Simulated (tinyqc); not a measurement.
Worked calculation (part 1 of 2): RHF in the sto-3g basis, for CH3-, spin multiplicity 1. The basis has no diffuse functions, so it cannot describe the extra electron: this is an exercise in the method, not the real anion. Computed by tinyqc, a small Python program that keeps every step (integrals from PySCF). Settings: charge = -1, multiplicity = 1, basis = sto-3g, energy threshold = 1e-08, iteration cap = 66, orthogonalisation = canonical, start = Wolfsberg-Helmholz matrix, DIIS depth = 4, method = RHF. Command: `OMP_NUM_THREADS=1 python tinyqc.py 21525 21526 out.jsonl` (the two numbers bound the seeds that draw the settings). One thread of a shared host (Intel(R) Xeon(R) Processor @ 2.60GHz), about 0.08 s of CPU time with the checks. Later iterations appear only in the table of the cycle.

## One-electron integrals

Geometry (angstrom):
```
atom          x          y         z
C      0.000000   0.000000  0.109000
H      1.157000   0.000000  0.000000
H     -0.579000   1.002000  0.000000
H     -0.579000  -1.002000  0.000000
```

Basis sto-3g: exponents (1/bohr^2) and contraction coefficients of normalised primitives:
```
element  l (shell)   exponent  coefficient
C            s (1)  71.616837     0.154329
C            s (1)  13.045096     0.535328
C            s (1)   3.530512     0.444635
C            s (2)   2.941249    -0.099967
C            s (2)   0.683483     0.399513
C            s (2)   0.222290     0.700115
C            p (3)   2.941249     0.155916
C            p (3)   0.683483     0.607684
C            p (3)   0.222290     0.391957
H            s (1)   3.425251     0.154329
H            s (1)   0.623914     0.535328
H            s (1)   0.168855     0.444635
```

Overlap, kinetic and nuclear-attraction integrals over the contracted functions; the nuclear repulsion is the sum of Za Zb / Rab.

nuclear repulsion = 8.98723479 hartree

overlap S, order 1C 1s, 1C 2s, 1C 2px, 1C 2py, 1C 2pz, 2H 1s, 3H 1s, 4H 1s:
$$\begin{pmatrix}
1.000000 & 0.248362 & 0.000000 & 0.000000 & 0.000000 & 0.052639 & 0.052607 & 0.052607 \\
0.248362 & 1.000000 & 0.000000 & 0.000000 & 0.000000 & 0.450066 & 0.449924 & 0.449924 \\
0.000000 & 0.000000 & 1.000000 & 0.000000 & 0.000000 & 0.439559 & -0.219874 & -0.219874 \\
0.000000 & 0.000000 & 0.000000 & 1.000000 & 0.000000 & 0.000000 & 0.380507 & -0.380507 \\
0.000000 & 0.000000 & 0.000000 & 0.000000 & 1.000000 & -0.041410 & -0.041392 & -0.041392 \\
0.052639 & 0.450066 & 0.439559 & 0.000000 & -0.041410 & 1.000000 & 0.118354 & 0.118354 \\
0.052607 & 0.449924 & -0.219874 & 0.380507 & -0.041392 & 0.118354 & 1.000000 & 0.118436 \\
0.052607 & 0.449924 & -0.219874 & -0.380507 & -0.041392 & 0.118354 & 0.118436 & 1.000000
\end{pmatrix}$$

kinetic energy T (hartree), order 1C 1s, 1C 2s, 1C 2px, 1C 2py, 1C 2pz, 2H 1s, 3H 1s, 4H 1s:
$$\begin{pmatrix}
15.891122 & -0.085890 & 0.000000 & 0.000000 & 0.000000 & -0.012079 & -0.012082 & -0.012082 \\
-0.085890 & 0.472250 & 0.000000 & 0.000000 & 0.000000 & 0.084856 & 0.084783 & 0.084783 \\
0.000000 & 0.000000 & 1.477728 & 0.000000 & 0.000000 & 0.217821 & -0.108909 & -0.108909 \\
0.000000 & 0.000000 & 0.000000 & 1.477728 & 0.000000 & 0.000000 & 0.188475 & -0.188475 \\
0.000000 & 0.000000 & 0.000000 & 0.000000 & 1.477728 & -0.020521 & -0.020503 & -0.020503 \\
-0.012079 & 0.084856 & 0.217821 & 0.000000 & -0.020521 & 0.760032 & -0.010162 & -0.010162 \\
-0.012082 & 0.084783 & -0.108909 & 0.188475 & -0.020503 & -0.010162 & 0.760032 & -0.010157 \\
-0.012082 & 0.084783 & -0.108909 & -0.188475 & -0.020503 & -0.010162 & -0.010157 & 0.760032
\end{pmatrix}$$

nuclear attraction V (hartree), order 1C 1s, 1C 2s, 1C 2px, 1C 2py, 1C 2pz, 2H 1s, 3H 1s, 4H 1s:
$$\begin{pmatrix}
-35.018602 & -4.531457 & 0.000003 & 0.000000 & 0.004190 & -0.975378 & -0.974789 & -0.974789 \\
-4.531457 & -6.527992 & 0.000047 & 0.000000 & 0.044221 & -2.448738 & -2.447803 & -2.447803 \\
0.000003 & 0.000047 & -6.540516 & 0.000000 & 0.000000 & -2.209360 & 1.105090 & 1.105090 \\
0.000000 & 0.000000 & 0.000000 & -6.540323 & 0.000000 & 0.000000 & -1.912378 & 1.912378 \\
0.004190 & 0.044221 & 0.000000 & 0.000000 & -6.376711 & 0.217829 & 0.217718 & 0.217718 \\
-0.975378 & -2.448738 & -2.209360 & 0.000000 & 0.217829 & -4.442260 & -0.586990 & -0.586990 \\
-0.974789 & -2.447803 & 1.105090 & -1.912378 & 0.217718 & -0.586990 & -4.441767 & -0.587285 \\
-0.974789 & -2.447803 & 1.105090 & 1.912378 & 0.217718 & -0.586990 & -0.587285 & -4.441767
\end{pmatrix}$$

core Hamiltonian H = T + V (hartree), order 1C 1s, 1C 2s, 1C 2px, 1C 2py, 1C 2pz, 2H 1s, 3H 1s, 4H 1s:
$$\begin{pmatrix}
-19.127480 & -4.617347 & 0.000003 & 0.000000 & 0.004190 & -0.987457 & -0.986870 & -0.986870 \\
-4.617347 & -6.055742 & 0.000047 & 0.000000 & 0.044221 & -2.363882 & -2.363020 & -2.363020 \\
0.000003 & 0.000047 & -5.062788 & 0.000000 & 0.000000 & -1.991539 & 0.996180 & 0.996180 \\
0.000000 & 0.000000 & 0.000000 & -5.062595 & 0.000000 & 0.000000 & -1.723904 & 1.723904 \\
0.004190 & 0.044221 & 0.000000 & 0.000000 & -4.898983 & 0.197308 & 0.197215 & 0.197215 \\
-0.987457 & -2.363882 & -1.991539 & 0.000000 & 0.197308 & -3.682228 & -0.597152 & -0.597152 \\
-0.986870 & -2.363020 & 0.996180 & -1.723904 & 0.197215 & -0.597152 & -3.681735 & -0.597442 \\
-0.986870 & -2.363020 & 0.996180 & 1.723904 & 0.197215 & -0.597152 & -0.597442 & -3.681735
\end{pmatrix}$$

## Two-electron integrals

Functions are numbered as in S; the eight-fold symmetry (ij|kl) = (ji|kl) = (kl|ij) leaves the list below.

Two-electron integrals (ij|kl) in chemists' order, unique and non-zero (hartree):
```
(11|11) 3.541948    (21|11) 0.576921    (21|21) 0.111888    (22|11) 0.854682
(22|21) 0.205284    (22|22) 0.624709    (31|31) 0.020296    (32|31) 0.030858
(32|32) 0.137996    (33|11) 0.852436    (33|21) 0.205335    (33|22) 0.624568
(33|33) 0.672833    (41|41) 0.020296    (42|41) 0.030858    (42|42) 0.137996
(43|43) 0.036269    (44|11) 0.852436    (44|21) 0.205335    (44|22) 0.624568
(44|33) 0.600295    (44|44) 0.672833    (51|51) 0.020296    (52|51) 0.030858
(52|52) 0.137996    (53|53) 0.036269    (54|54) 0.036269    (55|11) 0.852436
(55|21) 0.205335    (55|22) 0.624568    (55|33) 0.600295    (55|44) 0.600295
(55|55) 0.672833    (61|11) 0.123007    (61|21) 0.023715    (61|22) 0.043439
(61|31) 0.001442    (61|32) 0.002687    (61|33) 0.043749    (61|44) 0.043290
(61|51) -0.000136   (61|52) -0.000253   (61|53) -0.000043   (61|55) 0.043294
(61|61) 0.005140    (62|11) 0.296860    (62|21) 0.072263    (62|22) 0.242184
(62|31) 0.006851    (62|32) 0.047341    (62|33) 0.253455    (62|44) 0.236359
(62|51) -0.000645   (62|52) -0.004460   (62|53) -0.001611   (62|55) 0.236511
(62|61) 0.015982    (62|62) 0.123376    (63|11) 0.252484    (63|21) 0.062254
(63|22) 0.221226    (63|31) 0.012468    (63|32) 0.078820    (63|33) 0.243154
(63|44) 0.210078    (63|51) -0.000484   (63|52) -0.003779   (63|53) -0.002245
(63|55) 0.210207    (63|61) 0.014411    (63|62) 0.133857    (63|63) 0.157707
(64|41) 0.007326    (64|42) 0.038704    (64|43) 0.009243    (64|54) -0.000871
(64|64) 0.015111    (65|11) -0.023786   (65|21) -0.005865   (65|22) -0.020841
(65|31) -0.000484   (65|32) -0.003779   (65|33) -0.021166   (65|44) -0.019791
(65|51) 0.007372    (65|52) 0.039060    (65|53) 0.009373    (65|55) -0.021545
(65|61) -0.001358   (65|62) -0.012611   (65|63) -0.013434   (65|65) 0.016376
(66|11) 0.447454    (66|21) 0.110782    (66|22) 0.422147    (66|31) 0.013182
(66|32) 0.122368    (66|33) 0.465838    (66|44) 0.399751    (66|51) -0.001242
(66|52) -0.011528   (66|53) -0.006226   (66|55) 0.400337    (66|61) 0.024856
(66|62) 0.272191    (66|63) 0.326130    (66|65) -0.030724   (66|66) 0.774606
(71|11) 0.122933    (71|21) 0.023701    (71|22) 0.043413    (71|31) -0.000721
(71|32) -0.001343   (71|33) 0.043379    (71|41) 0.001248    (71|42) 0.002325
(71|43) -0.000199   (71|44) 0.043608    (71|51) -0.000136   (71|52) -0.000253
(71|53) 0.000022    (71|54) -0.000037   (71|55) 0.043268    (71|61) 0.004971
(71|62) 0.014977    (71|63) 0.012608    (71|64) 0.000529    (71|65) -0.001274
(71|66) 0.022836    (71|71) 0.005133    (72|11) 0.296739    (72|21) 0.072234
(72|22) 0.242093    (72|31) -0.003426   (72|32) -0.023678   (72|33) 0.240548
(72|41) 0.005930    (72|42) 0.040976    (72|43) -0.007404   (72|44) 0.249082
(72|51) -0.000645   (72|52) -0.004458   (72|53) 0.000805    (72|54) -0.001394
(72|55) 0.236421    (72|61) 0.014980    (72|62) 0.087600    (72|63) 0.074481
(72|64) 0.010348    (72|65) -0.008706   (72|66) 0.150251    (72|71) 0.015966
(72|72) 0.123293    (73|11) -0.126283   (73|21) -0.031137   (73|22) -0.110652
(73|31) 0.008609    (73|32) 0.048726    (73|33) -0.116149   (73|41) -0.002227
(73|42) -0.017374   (73|43) 0.011162    (73|44) -0.110547   (73|51) 0.000242
(73|52) 0.001890    (73|53) -0.001214   (73|54) 0.000595    (73|55) -0.105141
(73|61) -0.005852   (73|62) -0.028310   (73|63) -0.015050   (73|64) -0.002463
(73|65) 0.002762    (73|66) -0.039969   (73|71) -0.007203   (73|72) -0.066932
(73|73) 0.050775    (74|11) 0.218541    (74|21) 0.053885    (74|22) 0.191491
(74|31) -0.002227   (74|32) -0.017374   (74|33) 0.185003    (74|41) 0.011176
(74|42) 0.068753    (74|43) -0.010094   (74|44) 0.207310    (74|51) -0.000419
(74|52) -0.003271   (74|53) 0.000595    (74|54) -0.001900   (74|55) 0.181954
(74|61) 0.011184    (74|62) 0.069672    (74|63) 0.058919    (74|64) 0.017574
(74|65) -0.006786   (74|66) 0.120056    (74|71) 0.012466    (74|72) 0.115831
(74|73) -0.061741   (74|74) 0.121946    (75|11) -0.023773   (75|21) -0.005862
(75|22) -0.020831   (75|31) 0.000242    (75|32) 0.001890    (75|33) -0.020125
(75|41) -0.000419   (75|42) -0.003271   (75|43) 0.000595    (75|44) -0.020811
(75|51) 0.007368    (75|52) 0.039043    (75|53) -0.004688   (75|54) 0.008112
(75|55) -0.021534   (75|61) -0.001274   (75|62) -0.008705   (75|63) -0.007256
(75|64) -0.001004   (75|65) 0.010852    (75|66) -0.015830   (75|71) -0.001356
(75|72) -0.012600   (75|73) 0.006716    (75|74) -0.011623   (75|75) 0.016363
(76|11) 0.069928    (76|21) 0.017078    (76|22) 0.059228    (76|31) 0.000673
(76|32) 0.004954    (76|33) 0.059730    (76|41) 0.001167    (76|42) 0.008586
(76|43) 0.000348    (76|44) 0.060132    (76|51) -0.000254   (76|52) -0.001868
(76|53) -0.000251   (76|54) -0.000435   (76|55) 0.057765    (76|61) 0.003684
(76|62) 0.026918    (76|63) 0.027072    (76|64) 0.002905    (76|65) -0.003025
(76|66) 0.055381    (76|71) 0.003681    (76|72) 0.026910    (76|73) -0.011028
(76|74) 0.024888    (76|75) -0.003023   (76|76) 0.007218    (77|11) 0.447363
(77|21) 0.110760    (77|22) 0.422080    (77|31) -0.006593   (77|32) -0.061211
(77|33) 0.416228    (77|41) 0.011410    (77|42) 0.105930    (77|43) -0.028623
(77|44) 0.449223    (77|51) -0.001241   (77|52) -0.011523   (77|53) 0.003114
(77|54) -0.005388   (77|55) 0.400275    (77|61) 0.022845    (77|62) 0.150285
(77|63) 0.123962    (77|64) 0.025466    (77|65) -0.015835   (77|66) 0.263128
(77|71) 0.024836    (77|72) 0.272086    (77|73) -0.163119   (77|74) 0.282289
(77|75) -0.030708   (77|76) 0.055381    (77|77) 0.774606    (81|11) 0.122933
(81|21) 0.023701    (81|22) 0.043413    (81|31) -0.000721   (81|32) -0.001343
(81|33) 0.043379    (81|41) -0.001248   (81|42) -0.002325   (81|43) 0.000199
(81|44) 0.043608    (81|51) -0.000136   (81|52) -0.000253   (81|53) 0.000022
(81|54) 0.000037    (81|55) 0.043268    (81|61) 0.004971    (81|62) 0.014977
(81|63) 0.012608    (81|64) -0.000529   (81|65) -0.001274   (81|66) 0.022836
(81|71) 0.004969    (81|72) 0.014971    (81|73) -0.006765   (81|74) 0.010649
(81|75) -0.001273   (81|76) 0.003495    (81|77) 0.022832    (81|81) 0.005133
(82|11) 0.296739    (82|21) 0.072234    (82|22) 0.242093    (82|31) -0.003426
(82|32) -0.023678   (82|33) 0.240548    (82|41) -0.005930   (82|42) -0.040976
(82|43) 0.007404    (82|44) 0.249082    (82|51) -0.000645   (82|52) -0.004458
(82|53) 0.000805    (82|54) 0.001394    (82|55) 0.236421    (82|61) 0.014980
(82|62) 0.087600    (82|63) 0.074481    (82|64) -0.010348   (82|65) -0.008706
(82|66) 0.150251    (82|71) 0.014971    (82|72) 0.087581    (82|73) -0.046229
(82|74) 0.059310    (82|75) -0.008703   (82|76) 0.020403    (82|77) 0.150265
(82|81) 0.015966    (82|82) 0.123293    (83|11) -0.126283   (83|21) -0.031137
(83|22) -0.110652   (83|31) 0.008609    (83|32) 0.048726    (83|33) -0.116149
(83|41) 0.002227    (83|42) 0.017374    (83|43) -0.011162   (83|44) -0.110547
(83|51) 0.000242    (83|52) 0.001890    (83|53) -0.001214   (83|54) -0.000595
(83|55) -0.105141   (83|61) -0.005852   (83|62) -0.028310   (83|63) -0.015050
(83|64) 0.002463    (83|65) 0.002762    (83|66) -0.039969   (83|71) -0.006765
(83|72) -0.046229   (83|73) 0.033905    (83|74) -0.030706   (83|75) 0.004500
(83|76) -0.008294   (83|77) -0.084095   (83|81) -0.007203   (83|82) -0.066932
(83|83) 0.050775    (84|11) -0.218541   (84|21) -0.053885   (84|22) -0.191491
(84|31) 0.002227    (84|32) 0.017374    (84|33) -0.185003   (84|41) 0.011176
(84|42) 0.068753    (84|43) -0.010094   (84|44) -0.207310   (84|51) 0.000419
(84|52) 0.003271    (84|53) -0.000595   (84|54) -0.001900   (84|55) -0.181954
(84|61) -0.011184   (84|62) -0.069672   (84|63) -0.058919   (84|64) 0.017574
(84|65) 0.006786    (84|66) -0.120056   (84|71) -0.010649   (84|72) -0.059310
(84|73) 0.030706    (84|74) -0.031308   (84|75) 0.005781    (84|76) -0.014349
(84|77) -0.094597   (84|81) -0.012466   (84|82) -0.115831   (84|83) 0.061741
(84|84) 0.121946    (85|11) -0.023773   (85|21) -0.005862   (85|22) -0.020831
(85|31) 0.000242    (85|32) 0.001890    (85|33) -0.020125   (85|41) 0.000419
(85|42) 0.003271    (85|43) -0.000595   (85|44) -0.020811   (85|51) 0.007368
(85|52) 0.039043    (85|53) -0.004688   (85|54) -0.008112   (85|55) -0.021534
(85|61) -0.001274   (85|62) -0.008705   (85|63) -0.007256   (85|64) 0.001004
(85|65) 0.010852    (85|66) -0.015830   (85|71) -0.001273   (85|72) -0.008703
(85|73) 0.004500    (85|74) -0.005781   (85|75) 0.010849    (85|76) -0.002224
(85|77) -0.015831   (85|81) -0.001356   (85|82) -0.012600   (85|83) 0.006716
(85|84) 0.011623    (85|85) 0.016363    (86|11) 0.069928    (86|21) 0.017078
(86|22) 0.059228    (86|31) 0.000673    (86|32) 0.004954    (86|33) 0.059730
(86|41) -0.001167   (86|42) -0.008586   (86|43) -0.000348   (86|44) 0.060132
(86|51) -0.000254   (86|52) -0.001868   (86|53) -0.000251   (86|54) 0.000435
(86|55) 0.057765    (86|61) 0.003684    (86|62) 0.026918    (86|63) 0.027072
(86|64) -0.002905   (86|65) -0.003025   (86|66) 0.055381    (86|71) 0.003495
(86|72) 0.020403    (86|73) -0.008294   (86|74) 0.014349    (86|75) -0.002224
(86|76) 0.005708    (86|77) 0.034604    (86|81) 0.003681    (86|82) 0.026910
(86|83) -0.011028   (86|84) -0.024888   (86|85) -0.003023   (86|86) 0.007218
(87|11) 0.069957    (87|21) 0.017085    (87|22) 0.059259    (87|31) -0.001349
(87|32) -0.009926   (87|33) 0.060367    (87|44) 0.059557    (87|51) -0.000254
(87|52) -0.001869   (87|53) 0.000502    (87|55) 0.057793    (87|61) 0.003499
(87|62) 0.020419    (87|63) 0.016583    (87|65) -0.002225   (87|66) 0.034622
(87|71) 0.003683    (87|72) 0.026929    (87|73) -0.016071   (87|74) 0.021998
(87|75) -0.003025   (87|76) 0.005712    (87|77) 0.055425    (87|81) 0.003683
(87|82) 0.026929    (87|83) -0.016071   (87|84) -0.021998   (87|85) -0.003025
(87|86) 0.005712    (87|87) 0.007228    (88|11) 0.447363    (88|21) 0.110760
(88|22) 0.422080    (88|31) -0.006593   (88|32) -0.061211   (88|33) 0.416228
(88|41) -0.011410   (88|42) -0.105930   (88|43) 0.028623    (88|44) 0.449223
(88|51) -0.001241   (88|52) -0.011523   (88|53) 0.003114    (88|54) 0.005388
(88|55) 0.400275    (88|61) 0.022845    (88|62) 0.150285    (88|63) 0.123962
(88|64) -0.025466   (88|65) -0.015835   (88|66) 0.263128    (88|71) 0.022832
(88|72) 0.150265    (88|73) -0.084095   (88|74) 0.094597    (88|75) -0.015831
(88|76) 0.034604    (88|77) 0.263182    (88|81) 0.024836    (88|82) 0.272086
(88|83) -0.163119   (88|84) -0.282289   (88|85) -0.030708   (88|86) 0.055381
(88|87) 0.055425    (88|88) 0.774606
```

## Orthogonalisation

S = U s U^T; canonical form X = U s^(-1/2), so that X^T S X = 1. Each column of U has its largest component positive (the first on a tie).

eigenvalues of S: [0.302117, 0.399171, 0.399415, 0.957936, 1.011189, 1.482149, 1.482502, 1.965520]

X, order 1C 1s, 1C 2s, 1C 2px, 1C 2py, 1C 2pz, 2H 1s, 3H 1s, 4H 1s:
$$\begin{pmatrix}
-0.344361 & 0.000142 & 0.000000 & 0.865880 & 0.434600 & 0.000000 & 0.000066 & 0.167236 \\
1.381207 & -0.000377 & 0.000000 & -0.046314 & 0.070032 & 0.000000 & 0.000089 & 0.460400 \\
0.000300 & 1.056305 & 0.000000 & -0.000071 & -0.000028 & 0.000000 & 0.611642 & -0.000053 \\
0.000000 & 0.000000 & 1.055887 & 0.000000 & 0.000000 & 0.611759 & 0.000000 & 0.000000 \\
-0.115799 & 0.000021 & 0.000000 & -0.466104 & 0.881050 & 0.000000 & -0.000010 & -0.038400 \\
-0.651208 & -0.962189 & 0.000000 & -0.157905 & -0.079402 & 0.000000 & 0.447506 & 0.298537 \\
-0.650452 & 0.481458 & -0.833295 & -0.157845 & -0.079367 & 0.387587 & -0.223794 & 0.298527 \\
-0.650452 & 0.481458 & 0.833295 & -0.157845 & -0.079367 & -0.387587 & -0.223794 & 0.298527
\end{pmatrix}$$

## Starting guess

The start is the generalised Wolfsberg-Helmholz matrix (K = 1.75) built on H; D = 2 C_occ C_occ^T.

D at the start, order 1C 1s, 1C 2s, 1C 2px, 1C 2py, 1C 2pz, 2H 1s, 3H 1s, 4H 1s:
$$\begin{pmatrix}
2.041232 & -0.147518 & -0.000006 & 0.000000 & -0.030524 & -0.146855 & -0.146784 & -0.146784 \\
-0.147518 & 0.786419 & -0.000018 & 0.000000 & 0.101831 & 0.307197 & 0.307050 & 0.307050 \\
-0.000006 & -0.000018 & 1.100915 & 0.000000 & 0.000012 & 0.475599 & -0.237867 & -0.237867 \\
0.000000 & 0.000000 & 0.000000 & 1.101356 & 0.000000 & 0.000000 & 0.411940 & -0.411940 \\
-0.030524 & 0.101831 & 0.000012 & 0.000000 & 1.992434 & -0.017963 & -0.017944 & -0.017944 \\
-0.146855 & 0.307197 & 0.475599 & 0.000000 & -0.017963 & 0.331135 & 0.022850 & 0.022850 \\
-0.146784 & 0.307050 & -0.237867 & 0.411940 & -0.017944 & 0.022850 & 0.331016 & 0.022860 \\
-0.146784 & 0.307050 & -0.237867 & -0.411940 & -0.017944 & 0.022850 & 0.022860 & 0.331016
\end{pmatrix}$$

## Iteration 1: building the Fock matrix

J_ij = sum D_kl (ij|kl), K_ij = sum D_kl (ik|jl); F = H + J - 0.5 K; E = tr D H + tr D J / 2 - 0.25 tr D K + E_nn.

Coulomb J (hartree), order 1C 1s, 1C 2s, 1C 2px, 1C 2py, 1C 2pz, 2H 1s, 3H 1s, 4H 1s:
$$\begin{pmatrix}
12.923028 & 2.570228 & -0.000001 & 0.000000 & 0.000533 & 0.545792 & 0.545465 & 0.545465 \\
2.570228 & 6.263914 & -0.000021 & 0.000000 & -0.008462 & 2.417874 & 2.416967 & 2.416967 \\
-0.000001 & -0.000021 & 6.268250 & 0.000000 & 0.000000 & 2.205924 & -1.103363 & -1.103363 \\
0.000000 & 0.000000 & 0.000000 & 6.268185 & 0.000000 & 0.000000 & 1.909426 & -1.909426 \\
0.000533 & -0.008462 & 0.000000 & 0.000000 & 6.238368 & -0.210019 & -0.209912 & -0.209912 \\
0.545792 & 2.417874 & 2.205924 & 0.000000 & -0.210019 & 4.277853 & 0.589938 & 0.589938 \\
0.545465 & 2.416967 & -1.103363 & 1.909426 & -0.209912 & 0.589938 & 4.277229 & 0.590246 \\
0.545465 & 2.416967 & -1.103363 & -1.909426 & -0.209912 & 0.589938 & 0.590246 & 4.277229
\end{pmatrix}$$

exchange K (hartree), order 1C 1s, 1C 2s, 1C 2px, 1C 2py, 1C 2pz, 2H 1s, 3H 1s, 4H 1s:
$$\begin{pmatrix}
7.178139 & 1.322906 & -0.000004 & 0.000000 & -0.002692 & 0.287687 & 0.287521 & 0.287521 \\
1.322906 & 1.890506 & 0.000003 & 0.000000 & 0.013772 & 0.873812 & 0.873497 & 0.873497 \\
-0.000004 & 0.000003 & 1.539713 & 0.000000 & 0.000001 & 0.770156 & -0.385213 & -0.385213 \\
0.000000 & 0.000000 & 0.000000 & 1.539649 & 0.000000 & 0.000000 & 0.666721 & -0.666721 \\
-0.002692 & 0.013772 & 0.000001 & 0.000000 & 1.673563 & -0.066621 & -0.066584 & -0.066584 \\
0.287687 & 0.873812 & 0.770156 & 0.000000 & -0.066621 & 1.071199 & 0.237087 & 0.237087 \\
0.287521 & 0.873497 & -0.385213 & 0.666721 & -0.066584 & 0.237087 & 1.070800 & 0.237223 \\
0.287521 & 0.873497 & -0.385213 & -0.666721 & -0.066584 & 0.237087 & 0.237223 & 1.070800
\end{pmatrix}$$

Fock matrix F (hartree), order 1C 1s, 1C 2s, 1C 2px, 1C 2py, 1C 2pz, 2H 1s, 3H 1s, 4H 1s:
$$\begin{pmatrix}
-9.793522 & -2.708572 & 0.000004 & 0.000000 & 0.006069 & -0.585509 & -0.585166 & -0.585166 \\
-2.708572 & -0.737081 & 0.000025 & 0.000000 & 0.028874 & -0.382914 & -0.382802 & -0.382802 \\
0.000004 & 0.000025 & 0.435605 & 0.000000 & 0.000000 & -0.170693 & 0.085423 & 0.085423 \\
0.000000 & 0.000000 & 0.000000 & 0.435765 & 0.000000 & 0.000000 & -0.147839 & 0.147839 \\
0.006069 & 0.028874 & 0.000000 & 0.000000 & 0.502604 & 0.020600 & 0.020596 & 0.020596 \\
-0.585509 & -0.382914 & -0.170693 & 0.000000 & 0.020600 & 0.060026 & -0.125758 & -0.125758 \\
-0.585166 & -0.382802 & 0.085423 & -0.147839 & 0.020596 & -0.125758 & 0.060094 & -0.125808 \\
-0.585166 & -0.382802 & 0.085423 & 0.147839 & 0.020596 & -0.125758 & -0.125808 & 0.060094
\end{pmatrix}$$

total energy of this density = -38.37024698 hartree
